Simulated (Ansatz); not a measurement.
Geometry optimisation, RKS PBE-D4/def2-SVP (Ansatz 0.2.0).

Input file:

```yaml
crystal:
  periodic: [false, false, false]
  atoms:
    - { symbol: B, position_ang: [-0.8874, 0.161, -0.5943] }
    - { symbol: B, position_ang: [0.2967, 0.2188, 0.4965] }
    - { symbol: O, position_ang: [0.9439, -1.0196, 0.8448] }
    - { symbol: H, position_ang: [-1.1924, -0.7995, -1.113] }
    - { symbol: H, position_ang: [-1.4837, 1.2045, -0.9085] }
    - { symbol: H, position_ang: [0.52005, -1.21301, 1.71832] }
    - { symbol: H, position_ang: [1.7598, -1.0878, 0.2266] }
basis:
  gaussian: { orbitals: def2-SVP }
hamiltonian:
  xc: pbe
  dispersion: d4
relax:
  f_tol: 0.02
  max_steps: 50
```

Command:

```bash
$ ansatz run input.yaml --threads 1 --pin off --max-ram 2048MiB --backend cpu --events-out ev --progress --plain --runs-dir out
```

Question: Where does it end, and by what steps?

Answer: The run converged. After 17 steps the energy has fallen by 2.046 eV; B2 moved furthest, 0.80 Å.

| step | energy less start (eV) | largest force component (eV/Å) | accepted |
| --- | --- | --- | --- |
| 0 | 0.0000 | 4.722 | yes |
| 1 | -1.2429 | 2.185 | yes |
| 2 | -1.7055 | 1.143 | yes |
| 3 | -1.8423 | 1.257 | yes |
| 4 | -1.9641 | 0.865 | yes |
| 5 | -1.9831 | 0.462 | yes |
| 6 | -2.0216 | 0.202 | yes |
| 7 | -2.0266 | 0.317 | yes |
| 8 | -2.0308 | 0.129 | yes |
| 9 | -2.0264 | 0.244 | no |
| 10 | -2.0362 | 0.109 | yes |
| 11 | -2.0420 | 0.120 | yes |
| 12 | -2.0428 | 0.231 | yes |
| 13 | -2.0444 | 0.091 | yes |
| 14 | -2.0378 | 0.103 | no |
| 15 | -2.0454 | 0.096 | yes |
| 16 | -2.0455 | 0.052 | yes |
| 17 | -2.0462 | 0.017 | yes |

```xyz
7
Properties=species:S:1:pos:R:3
B -0.996 0.159 -0.758
B -0.250 -0.371 0.505
O 1.031 -0.897 0.953
H -1.748 -0.585 -1.376
H -1.112 1.363 -0.947
H 1.168 -1.156 1.885
H 1.864 -1.048 0.407
```

Whether the end is a true minimum wasn't checked by a vibrational analysis.

The run took 21 s on 1 thread of Arm Neoverse V2, on a shared host, peak memory 0.1 GiB.
